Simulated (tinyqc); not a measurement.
Starting guesses with plain Roothaan steps: SCF starting guesses in the sto-3g basis, for H2O, spin multiplicity 1. Computed by the program tinyqc with PySCF. RHF with one setting changed at a time; a run stops when the energy changes by less than 1e-09 hartree and the error matrix is below 1e-5. Starts: the lowest orbitals of the core Hamiltonian, of the Wolfsberg-Helmholz matrix (K = 1.75), projected atomic densities, random orbitals, and the highest orbitals of the core Hamiltonian (a deliberately bad start).

Geometry (angstrom):
```
atom       x        y       z
O     0.0000   0.0000  0.0000
H     0.0000   0.9440  0.7010
H     0.0000  -0.9440  0.7010
```

lowest restricted solution found by these runs and by PySCF = -74.906306 hartree

Largest element of the error matrix X^T (FDS - SDF) X:
```
iteration     core  Wolfsberg-Helmholz  atomic densities   random  highest core orbitals
1          5.0e-01             5.0e-01           8.5e-01  1.4e+01                3.7e-01
2          3.3e-01             1.3e-01           2.0e-01  5.8e-01                5.6e-01
3          1.2e-01             3.2e-02           3.9e-02  2.2e-01                2.7e-01
4          3.1e-02             1.1e-02           1.2e-02  7.3e-02                8.9e-02
5          1.2e-02             4.0e-03           2.3e-03  2.1e-02                2.3e-02
6          4.4e-03             1.6e-03           7.0e-04  8.2e-03                8.6e-03
8          9.3e-04             3.9e-04           5.2e-05  1.6e-03                1.4e-03
10         2.3e-04             1.1e-04           6.1e-06  5.3e-04                3.1e-04
14         1.6e-05             7.3e-06                 -  6.0e-05                2.1e-05
```

How each run ends:
```
run                    iterations  E (hartree)         state
core                           15    -74.90631  lowest found
Wolfsberg-Helmholz             14    -74.90631  lowest found
atomic densities               10    -74.90631  lowest found
random                         18    -74.90631  lowest found
highest core orbitals          16    -74.90631  lowest found
```

What does the comparison show, and why?

5 of 5 runs reach the lowest restricted solution found, in 10 to 18 iterations (fastest: atomic densities). The first errors are 5e-01, 5e-01, 8e-01, 1e+01, 4e-01; the deliberately bad start has the smallest one, so a small first error does not mark a good start.
